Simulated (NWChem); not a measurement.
Molecule: hydrogen fluoride (HF); SMILES F

Results from NWChem. STO-3G and 3-21G are far too small for this property and stand as cheap habits. Geometry: optimised at B3LYP/6-31G* (spherical d). B3LYP is NWChem's, with the RPA form of VWN correlation. Field at 589 nm.

Task: What does the run give for B3LYP/STO-3G? Quantities: isotropic polarisability (bohr³); anisotropy (bohr³).

Result: 
* **isotropic polarisability (bohr³)**: 1.1
* **anisotropy (bohr³)**: 3.2
